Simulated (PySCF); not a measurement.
Compound: C2H3Cl3.
InChI=1S/C2H3Cl3/c1-2(3,4)5/h1H3

Computed, not measured: EOM-IP-CCSD/aug-cc-pVDZ in PySCF, restricted Hartree–Fock reference, 17 core orbitals frozen, non-relativistic, gas phase, PBE0-D3(BJ)/def2-SVP geometry.

Hartree–Fock orbital energies give these Koopmans values (eV): HOMO 12.11, HOMO-1/HOMO-2 12.45, HOMO-3 12.71, HOMO-4/HOMO-5 13.51.

Task: What vertical ionisation energies does EOM-IP-CCSD give?

Result: 
| leading hole (HF orbital) | Koopmans (eV) | EOM-IP-CCSD (eV) | change (eV) | one-hole share |
| --- | --- | --- | --- | --- |
| HOMO | 12.11 | 11.06 | -1.05 | 0.95 |
| HOMO-1/HOMO-2 | 12.45 | 11.44 | -1.01 | 0.95 |
| HOMO-3 | 12.71 | 11.67 | -1.04 | 0.96 |
| HOMO-4/HOMO-5 | 13.51 | 12.46 | -1.05 | 0.95 |

Task: Does the order of the lines follow the orbital energies?

Result: Yes, no two lines change places. The corrections run from -1.05 to -1.01 eV, with a mean of -1.04 eV over the 4 lines; no line lies above its Koopmans value.

Task: At what kinetic energies would He I light (21.22 eV) eject these electrons?

Result: 10.16 eV (HOMO), 9.78 eV (HOMO-1/HOMO-2), 9.55 eV (HOMO-3), 8.76 eV (HOMO-4/HOMO-5).

Task: What total energy has the lowest final state, and which wavelength reaches it?

Result: E(CCSD) + ionisation energy = -1456.78772 + 0.40657 = -1456.38115 Eh, at the geometry of the initial state. The threshold wavelength is 1239.84 eV nm/11.06 eV = 112.1 nm.

One root was sought for each valence orbital with −ε under 21 eV, eight at most, so deeper holes and satellites are missing; no vibrational structure.
